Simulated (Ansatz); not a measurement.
Ideal-gas functions of C$_{2}$H$_{2}$FNO (`O=C=NCF`) at 500 K and 1 bar, from an Ansatz frequency run at PBE0-D4/def2-TZVP.

Molar mass 75.04 g/mol, point group Cs (symmetry number 1), electronic degeneracy 1, moments of inertia 31.824, 158.479, 187.065 u Å². Harmonic wavenumbers (cm⁻¹, unscaled): 29, 116, 507, 598, 707, 936, 1075, 1110, 1282, 1429, 1508, 1536, 2401, 3067, 3115.

Use S(trans) = R[1.5 ln M + 2.5 ln T − 1.1517]; rotational temperatures θ = 24.2544 K / I; S(rot) = R[ln(√π/σ · √(T³/θAθBθC)) + 1.5]; for each mode x = 1.438777 ν̃/T, S = R[x/(eˣ − 1) − ln(1 − e⁻ˣ)] and H = RT x/(eˣ − 1); 1 cm⁻¹ = 0.0119627 kJ/mol; R = 8.31446 J/(mol·K).

Problem. By hand: the entropy, in J/(mol·K).

Solution. Translation 173.5. Rotation: θ = 0.7621, 0.153, 0.1297 K, giving 112.2. Vibration, mode by mode: 28.97, 17.48, 5.87, 4.76, 3.71, 2.21, 1.61, 1.48, 1.00, 0.71, 0.59, 0.55, 0.07, 0.01, 0.01, in all 69.0. Electronic 0.0. Sum 354.7 J/(mol·K).

Problem. By hand: H − E and G − E in kJ/mol, counted from the electronic energy.

Solution. Zero-point energy ½ × 19416 × 0.0119627 = 116.1; thermal vibration 15.3; translation, rotation and pV give 4 RT = 16.6. H − E = 148.0 kJ/mol, and G − E = 148.0 − 500 × 354.7/1000 = -29.3 kJ/mol.

Vibration gives 19 % of the entropy, 46.4 J/(mol·K) of it from the modes under 150 cm⁻¹: soft modes count most, and the harmonic formula is weakest for them. The sum counts one conformer and one mirror image; others add a mixing term.
